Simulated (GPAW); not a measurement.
**CH6Al− (SMILES [CH3][AlH3-]): BLYP/dzp (scalar-relativistic datasets)**

We compute a geometry optimisation of CH6Al−. Input form: an ASE script.

The calculation is run with GPAW 26.7.0.

4 further runs of the same task are left out: 4 set aside as unsound or not needed.

### 1 Starting point

The species is CH6Al− (8 atoms), meant as a singlet with charge -1. As SMILES, `[CH3][AlH3-]`. All atoms were displaced at random from a relaxed shape. The run starts from this shape.

Bond lengths: C1–Al2 2.007 Å, C1–H3 1.068 Å, C1–H4 1.075 Å, C1–H5 1.038 Å, Al2–H6 1.569 Å, Al2–H7 1.564 Å, Al2–H8 1.792 Å. Some angles: C1–Al2–H6 111.6°, C1–Al2–H7 113.3°, C1–Al2–H8 107.8°, Al2–C1–H3 111.9°, Al2–C1–H4 113.4°, Al2–C1–H5 116.2°, H6–Al2–H7 110.9°, H6–Al2–H8 110.2°, H7–Al2–H8 102.6°, H3–C1–H4 99.8°.

### 2 A geometry optimisation at BLYP/dzp (scalar-relativistic datasets)

ch6al_relax.py reads:

```python
from ase import Atoms
from ase.io import write
from ase.optimize import QuasiNewton
from gpaw import GPAW, setup_paths
from gpaw.atom.configurations import parameters
from gpaw.atom.generator import Generator
from gpaw.utilities.adjust_cell import adjust_cell

atoms = Atoms(["C", "Al", "H", "H", "H", "H", "H", "H"],
    positions=[[ -0.227041,   0.139828,  -1.040463],
               [  0.148774,  -0.012719,   0.924767],
               [ -0.503295,  -0.800054,  -1.466916],
               [  0.647384,   0.357031,  -1.626079],
               [ -0.920765,   0.859556,  -1.319529],
               [ -0.791816,   0.918018,   1.767189],
               [  1.649194,   0.234677,   1.289639],
               [ -0.091898,  -1.724739,   1.396982]])
adjust_cell(atoms, 5.0, h=0.18)

for symbol in ["Al", "C", "H"]:
    Generator(symbol, xcname="BLYP", scalarrel=True, nofiles=True, txt=None).run(**parameters[symbol])
setup_paths.insert(0, ".")

calc = GPAW(mode="lcao",
            symmetry="off",
            xc="BLYP",
            maxiter=100,
            charge=-1,
            basis="dzp",
            h=0.18,
            txt="-")
atoms.calc = calc

opt = QuasiNewton(atoms, trajectory="ch6al.traj")
converged = opt.run(fmax=0.02, steps=60)
print("Converged:", converged)
print(f"Final energy = {atoms.get_potential_energy():.5f} eV")
print(f"r(H2-C0) = {atoms.get_distance(2, 0):.4f} Ang")
print(f"r(H5-Al1) = {atoms.get_distance(5, 1):.4f} Ang")
write("relaxed.xyz", atoms)
```

Run with:

```
$ python3 ch6al_relax.py
```

Output:

```text
__  _  _
 | _ |_)|_||  |
 |__||  | ||/\| - 26.7.0

units:  Angstrom and eV
cores:  1
OpenMP: False

Versions:
  Python: 3.12.14
  ASE:    3.29.0
  Numpy:  2.5.5
  Scipy:  1.18.1
  Libxc:  7.0.0

        _gpaw.cpython-312-aarch64-linux-gnu.so

Input parameters:
  mode=LCAO(),
  basis={'default': 'dzp'},
  charge=-1,
  h=0.18,
  maxiter=100,
  symmetry=Symmetry(point_group=False, time_reversal=False),
  xc=XC(name='BLYP')
         .-------------------------------.
        /|                               |
       / |                               |
      /  |                               |
     /   |                               |
    /    |                               |
   /     |                               |
  /      |                               |
 *       |                               |
 |       |                               |
 |       |         H                     |
 |       |           Al  H               |
 |       |         H                     |
 |       |         H                     |
 |       |          C H                  |
 |       |         H                     |
 |       |                               |
 |       .-------------------------------.
 |      /                               /
 |     /                               /
 |    /                               /
 |   /                               /
 |  /                               /
 | /                               /
 |/                               /
 *-------------------------------*

Atoms  # Å, Bohr magnetons
|   | symbol |        x |        y |        z |    initial magnetic moments |
|---|--------|----------|----------|----------|-----------------------------|
| 0 |      C | 5.888745 | 7.023188 | 5.728982 | ( 0.0000,  0.0000,  0.0000) |
| 1 |     Al | 6.264560 | 6.870642 | 7.694212 | ( 0.0000,  0.0000,  0.0000) |
| 2 |      H | 5.612490 | 6.083306 | 5.302529 | ( 0.0000,  0.0000,  0.0000) |
[... 4 lines of this table left out ...]
| 7 |      H | 6.023888 | 5.158622 | 8.166427 | ( 0.0000,  0.0000,  0.0000) |

Unit cell  # Å
| periodic |         x |         y |         z |   lengths |    angles |
|----------|-----------|-----------|-----------|-----------|-----------|
|       no | 12.960000 |  0.000000 |  0.000000 | 12.960000 | 90.000000 |
|       no |  0.000000 | 12.960000 |  0.000000 | 12.960000 | 90.000000 |
|       no |  0.000000 |  0.000000 | 13.680000 | 13.680000 | 90.000000 |

Number of symmetries: 1
Symmetry operations  # r_c * U_cc + t_c -> r_c
|   | kind |            matrix            |
|---|------|------------------------------|
| 0 |  E   |  1, 0, 0,  0, 1, 0,  0, 0, 1 |

BZ-sampling:
  Number of BZ points: 1
  Number of IBZ points: 1

  Monkhorst-Pack size: [1, 1, 1]
  Monkhorst-Pack shift: [0, 0, 0]

K-points  # in reciprocal-cell coordinates
|   |                                coordinates |     weight |
|---|--------------------------------------------|------------|
| 0 | (  0.00000000,   0.00000000,   0.00000000) | 1.00000000 |

basis functions: 56
Spin-components: 1 (collinear spins)
Bands:           13
Projectors:      28
Spin-degeneracy: 2
Datatype:        <class 'float'>

  Storage: CPU
  Wave functions: 5_824 bytes (5_824 per core)

Parallelization:
  kpt:    1
  domain: 1
  band:   1

Density:
  Valence electrons: 13.0
  Components: 1
  Grid points: [72 72 76]
  Charge: -1.0  # |e|

Potential:
  Grid points: [72 72 76]

species:
  C:
    name:    Carbon
    Z:       6.0
    valence: 4
    core:    2
    charge:  0.0  # [|e|]
    file:    C.BLYP
    compensation charges:
      type: gauss
      rc: 0.20  # [Å]
      lmax: 2
    cutoffs:
      filter: 1.14  # [Å]
      core: 1.14  # [Å]
    projectors
    | kind |    occ | energy [eV] | rcut [Å] |
    |------|--------|-------------|----------|
    |   2s |  2.000 |     -13.611 |    0.635 |
    |   2p |  2.000 |      -5.237 |    0.635 |
    |    s |        |      13.600 |    0.635 |
    |    p |        |      21.974 |    0.635 |
    |    d |        |       0.000 |    0.635 |

    LCAO basis set for C:
      Name: dzp
      File: C.dzp.basis.gz
      Number of radial functions: 5
      Number of spherical harmonics: 13
        l=0, rc=5.5469 Bohr: 2s-sz confined orbital
        l=1, rc=6.6719 Bohr: 2p-sz confined orbital
        l=0, rc=3.0312 Bohr: 2s-dz split-valence wave
        l=1, rc=3.7500 Bohr: 2p-dz split-valence wave
        l=2, rc=6.6719 Bohr: d-type Gaussian polarization
      Number of RI-basis functions 0

  Al:
    name:    Aluminium
    Z:       13.0
    valence: 3
    core:    10
    charge:  0.0  # [|e|]
    file:    Al.BLYP
    compensation charges:
      type: gauss
      rc: 0.34  # [Å]
      lmax: 2
    cutoffs:
      filter: 1.91  # [Å]
      core: 2.36  # [Å]
    projectors
    | kind |    occ | energy [eV] | rcut [Å] |
    |------|--------|-------------|----------|
    |   3s |  2.000 |      -7.631 |    1.085 |
    |   3p |  1.000 |      -2.564 |    1.085 |
    |    s |        |      19.581 |    1.085 |
    |    p |        |      24.648 |    1.085 |
    |    d |        |       0.000 |    1.085 |

    LCAO basis set for Al:
      Name: dzp
      File: Al.dzp.basis.gz
      Number of radial functions: 5
      Number of spherical harmonics: 13
        l=0, rc=7.8750 Bohr: 3s-sz confined orbital
        l=1, rc=10.4219 Bohr: 3p-sz confined orbital
        l=0, rc=4.6094 Bohr: 3s-dz split-valence wave
        l=1, rc=6.2812 Bohr: 3p-dz split-valence wave
        l=2, rc=10.4219 Bohr: d-type Gaussian polarization
      Number of RI-basis functions 0

[... 31 lines left out ...]
Reference energy: -7712.151153  # eV
[... 13 lines left out ...]
  Fourier metric: weight=20.0, sigma=0.015
[... 70 lines left out ...]
|   |                                coordinates |     weight |
[... 129 lines left out ...]
Reference energy: -7712.151153  # eV
[... 13 lines left out ...]
  Fourier metric: weight=20.0, sigma=0.015
[... 15 lines left out ...]
convergence criteria:
- Maximum [total energy] change in last 3 cyles: 0.0005 eV / valence electron
[... 14 lines left out ...]
Converged in 9 steps
[... 12 lines left out ...]
  Free energy:     -31.566845
[... 2 lines left out ...]
dipole moment: (-6.250709, -6.675269, -7.725423)  # |e|*Ang
[... 74 lines left out ...]
convergence criteria:
- Maximum [total energy] change in last 3 cyles: 0.0005 eV / valence electron
[... 14 lines left out ...]
Converged in 9 steps
[... 12 lines left out ...]
  Free energy:     -31.092072
[... 2 lines left out ...]
dipole moment: (-6.256091, -6.860436, -7.692077)  # |e|*Ang
[... 72 lines left out ...]
convergence criteria:
- Maximum [total energy] change in last 3 cyles: 0.0005 eV / valence electron
[... 16 lines left out ...]
Converged in 8 steps
[... 12 lines left out ...]
  Free energy:     -31.827868
[... 2 lines left out ...]
dipole moment: (-6.259182, -6.734048, -7.719144)  # |e|*Ang
[... 73 lines left out ...]
convergence criteria:
- Maximum [total energy] change in last 3 cyles: 0.0005 eV / valence electron
[... 51 lines left out ...]
convergence criteria:
- Maximum [total energy] change in last 3 cyles: 0.0005 eV / valence electron
[... 13 lines left out ...]
Converged in 5 steps
[... 12 lines left out ...]
  Free energy:     -31.962733
[... 2 lines left out ...]
dipole moment: (-6.257779, -6.798647, -7.683963)  # |e|*Ang
[... 72 lines left out ...]
convergence criteria:
- Maximum [total energy] change in last 3 cyles: 0.0005 eV / valence electron
[... 14 lines left out ...]
Converged in 6 steps
[... 12 lines left out ...]
  Free energy:     -31.962405
[... 2 lines left out ...]
dipole moment: (-6.260121, -6.801937, -7.692244)  # |e|*Ang
[... 72 lines left out ...]
convergence criteria:
- Maximum [total energy] change in last 3 cyles: 0.0005 eV / valence electron
[... 14 lines left out ...]
Converged in 6 steps
[... 12 lines left out ...]
  Free energy:     -31.962812
[... 2 lines left out ...]
dipole moment: (-6.258471, -6.799618, -7.686395)  # |e|*Ang
[... 73 lines left out ...]
convergence criteria:
- Maximum [total energy] change in last 3 cyles: 0.0005 eV / valence electron
[... 14 lines left out ...]
Converged in 6 steps
[... 12 lines left out ...]
  Free energy:     -31.963030
[... 2 lines left out ...]
dipole moment: (-6.256984, -6.798891, -7.687916)  # |e|*Ang
[... 55 lines left out ...]
Atoms  # Å, Bohr magnetons
|   | symbol |        x |        y |        z |    initial magnetic moments |
|---|--------|----------|----------|----------|-----------------------------|
| 0 |      C | 5.924145 | 6.983437 | 5.720764 | ( 0.0000,  0.0000,  0.0000) |
| 1 |     Al | 6.269770 | 6.785706 | 7.735158 | ( 0.0000,  0.0000,  0.0000) |
| 2 |      H | 5.536685 | 6.045945 | 5.247173 | ( 0.0000,  0.0000,  0.0000) |
[... 4 lines of this table left out ...]
| 7 |      H | 5.987506 | 5.238032 | 8.213126 | ( 0.0000,  0.0000,  0.0000) |

Unit cell  # Å
| periodic |         x |         y |         z |   lengths |    angles |
|----------|-----------|-----------|-----------|-----------|-----------|
|       no | 12.960000 |  0.000000 |  0.000000 | 12.960000 | 90.000000 |
|       no |  0.000000 | 12.960000 |  0.000000 | 12.960000 | 90.000000 |
|       no |  0.000000 |  0.000000 | 13.680000 | 13.680000 | 90.000000 |

Initialization done in: 1.134 s

convergence criteria:
- Maximum [total energy] change in last 3 cyles: 0.0005 eV / valence electron
- Maximum integral of absolute [dens]ity change: 0.0001 electrons / valence electron
- Maximum integral of absolute [eigenst]ate change: 4e-08 eV^2 / valence electron
maximum number of iterations: 100

SCF iterations
|iter     |     time |      energy | eigst |  dens |
|---------|----------|-------------|-------|-------|
|iter:   1| 00:02:33 |  -31.963324c|      c|       |
|iter:   2| 00:02:34 |  -31.963321c|      c| -3.23 |
|iter:   3| 00:02:35 |  -31.963308c|      c| -3.26 |
|iter:   4| 00:02:36 |  -31.963305c|      c| -3.56 |
|iter:   5| 00:02:37 |  -31.963305c|      c| -4.09c|

Converged in 5 steps
SCF loop duration: 4.078 s (0.816 s/step)
Energy contributions relative to reference atoms: (reference = -7712.151153)

Energy contributions:
  Kinetic:          25.975346
  Coulomb:         -24.965056
  Zero:              0.009194
  External:          0.000000
  Xc:              -32.982789
  Entropy:           0.000000
  Spinorbit:         0.000000
  ----------------------------
  Free energy:     -31.963305
  Extrapolated:    -31.963305

dipole moment: (-6.256366, -6.799013, -7.691678)  # |e|*Ang

Fermi level: 2.537
Eigenvalues  # (at kpt = [0.000, 0.000, 0.000])
| band index |      eig [eV] | occ [0-2] |
|------------|---------------|-----------|
|          0 |       -10.981 |     2.000 |
|          1 |        -3.990 |     2.000 |
|          2 |        -3.987 |     2.000 |
[... 9 lines of this table left out ...]
|         12 |         8.004 |     0.000 |

Gap: 6.394 eV
Transition (v -> c):
  (s=0, k=0, n=6, [0.00, 0.00, 0.00]) -> (s=0, k=0, n=7, [0.00, 0.00, 0.00])
No difference between direct/indirect transitions
vacuum-level: 0.000  # V

Forces  # eV/Ang
|        x |        y |        z |
|----------|----------|----------|
|  0.02178 | -0.00385 |  0.01704 |  # C    0
| -0.00239 |  0.00114 | -0.00895 |  # Al   1
| -0.00426 | -0.00872 |  0.00759 |  # H    2
[... 4 lines of this table left out ...]
|  0.00128 |  0.00344 | -0.00448 |  # H    7

Force computation time: 0.310  # s
BFGSLineSearch:   13[ 19] hh:mm:ss      -31.963305       0.0279
         .-------------------------------.
        /|                               |
       / |                               |
      /  |                               |
     /   |                               |
    /    |                               |
   /     |                               |
  /      |                               |
 *       |                               |
 |       |                               |
 |       |         H                     |
 |       |           Al  H               |
 |       |         H                     |
 |       |         H                     |
 |       |          C H                  |
 |       |        H                      |
 |       |                               |
 |       .-------------------------------.
 |      /                               /
 |     /                               /
 |    /                               /
 |   /                               /
 |  /                               /
 | /                               /
 |/                               /
 *-------------------------------*

Atoms  # Å, Bohr magnetons
|   | symbol |        x |        y |        z |    initial magnetic moments |
|---|--------|----------|----------|----------|-----------------------------|
| 0 |      C | 5.923705 | 6.983648 | 5.722321 | ( 0.0000,  0.0000,  0.0000) |
| 1 |     Al | 6.269797 | 6.786759 | 7.735603 | ( 0.0000,  0.0000,  0.0000) |
| 2 |      H | 5.536052 | 6.045452 | 5.249377 | ( 0.0000,  0.0000,  0.0000) |
[... 4 lines of this table left out ...]
| 7 |      H | 5.989243 | 5.238516 | 8.212207 | ( 0.0000,  0.0000,  0.0000) |

Unit cell  # Å
| periodic |         x |         y |         z |   lengths |    angles |
|----------|-----------|-----------|-----------|-----------|-----------|
|       no | 12.960000 |  0.000000 |  0.000000 | 12.960000 | 90.000000 |
|       no |  0.000000 | 12.960000 |  0.000000 | 12.960000 | 90.000000 |
|       no |  0.000000 |  0.000000 | 13.680000 | 13.680000 | 90.000000 |

Initialization done in: 1.148 s

convergence criteria:
- Maximum [total energy] change in last 3 cyles: 0.0005 eV / valence electron
- Maximum integral of absolute [dens]ity change: 0.0001 electrons / valence electron
- Maximum integral of absolute [eigenst]ate change: 4e-08 eV^2 / valence electron
maximum number of iterations: 100

SCF iterations
|iter     |     time |      energy | eigst |  dens |
|---------|----------|-------------|-------|-------|
|iter:   1| 00:02:38 |  -31.963407c|      c|       |
|iter:   2| 00:02:39 |  -31.963406c|      c| -3.47 |
|iter:   3| 00:02:40 |  -31.963401c|      c| -3.50 |
|iter:   4| 00:02:41 |  -31.963401c|      c| -4.14c|

Converged in 4 steps
SCF loop duration: 3.072 s (0.768 s/step)
Energy contributions relative to reference atoms: (reference = -7712.151153)

Energy contributions:
  Kinetic:          25.961811
  Coulomb:         -24.956308
  Zero:              0.009241
  External:          0.000000
  Xc:              -32.978144
  Entropy:           0.000000
  Spinorbit:         0.000000
  ----------------------------
  Free energy:     -31.963401
  Extrapolated:    -31.963401

dipole moment: (-6.256280, -6.799131, -7.693677)  # |e|*Ang

Fermi level: 2.539
Eigenvalues  # (at kpt = [0.000, 0.000, 0.000])
| band index |      eig [eV] | occ [0-2] |
|------------|---------------|-----------|
|          0 |       -10.982 |     2.000 |
|          1 |        -3.990 |     2.000 |
|          2 |        -3.988 |     2.000 |
[... 9 lines of this table left out ...]
|         12 |         8.003 |     0.000 |

Gap: 6.391 eV
Transition (v -> c):
  (s=0, k=0, n=6, [0.00, 0.00, 0.00]) -> (s=0, k=0, n=7, [0.00, 0.00, 0.00])
No difference between direct/indirect transitions
vacuum-level: 0.000  # V

Forces  # eV/Ang
|        x |        y |        z |
|----------|----------|----------|
|  0.00011 |  0.00051 |  0.00387 |  # C    0
| -0.00270 |  0.00063 |  0.00639 |  # Al   1
|  0.00007 |  0.00052 |  0.01323 |  # H    2
[... 4 lines of this table left out ...]
| -0.00164 |  0.00204 | -0.00188 |  # H    7

Force computation time: 0.310  # s
BFGSLineSearch:   14[ 20] hh:mm:ss      -31.963401       0.0132
Converged: True
Final energy = -31.96340 eV
r(H2-C0) = 1.1199 Ang
r(H5-Al1) = 1.6456 Ang
```

Run time: 2.7 min. Hardware: 1 thread of Arm Neoverse V1, shared host; peak memory 1 GiB.

The path in brief:

| step | energy from the first frame kept (eV) | largest force (eV/Å) |
| --- | --- | --- |
| 0 | 0.0000 | 3.0560 |
| 1 | -0.2610 | 1.5704 |
| 2 | -0.3660 | 0.7991 |
| 3 | -0.3777 | 0.3709 |
| 4 | -0.3900 | 0.1324 |
| 5 | -0.3916 | 0.3767 |
| 6 | -0.3937 | 0.0987 |
| 7 | -0.3948 | 0.0521 |
| 8 | -0.3952 | 0.0486 |
| 9 | -0.3955 | 0.0287 |
| 10 | -0.3957 | 0.0206 |
| 11 | -0.3960 | 0.0455 |
| 12 | -0.3962 | 0.0389 |
| 13 | -0.3965 | 0.0279 |
| 14 | -0.3966 | 0.0132 |

After the run. Bond lengths: C1–Al2 2.052 Å, C1–H3 1.120 Å, C1–H4 1.120 Å, C1–H5 1.120 Å, Al2–H6 1.646 Å, Al2–H7 1.644 Å, Al2–H8 1.644 Å. Some angles: C1–Al2–H6 109.8°, C1–Al2–H7 109.8°, C1–Al2–H8 110.2°, Al2–C1–H3 113.1°, Al2–C1–H4 112.6°, Al2–C1–H5 112.7°, H6–Al2–H7 109.1°, H6–Al2–H8 108.9°, H7–Al2–H8 108.9°, H3–C1–H4 106.0°.

### 3 Outcome

Level: BLYP/dzp (scalar-relativistic datasets).

| quantity | value |
| --- | --- |
| energy as printed (from the program's reference atoms) | -31.9634 eV |
| HOMO energy | -0.66 eV |
| LUMO energy | 5.73 eV |
| HOMO–LUMO gap (to an unbound level, set by the basis) | 6.39 eV |

**Reading.** At the final geometry: Bond lengths: C1–Al2 2.052 Å, C1–H3 1.120 Å, C1–H4 1.120 Å, C1–H5 1.120 Å, Al2–H6 1.646 Å, Al2–H7 1.644 Å, Al2–H8 1.644 Å. Some angles: C1–Al2–H6 109.8°, C1–Al2–H7 109.8°, C1–Al2–H8 110.2°, Al2–C1–H3 113.1°, Al2–C1–H4 112.6°, Al2–C1–H5 112.7°, H6–Al2–H7 109.1°, H6–Al2–H8 108.9°, H7–Al2–H8 108.9°, H3–C1–H4 106.0°. The optimisation took 14 steps and changed the energy by -0.397 eV.
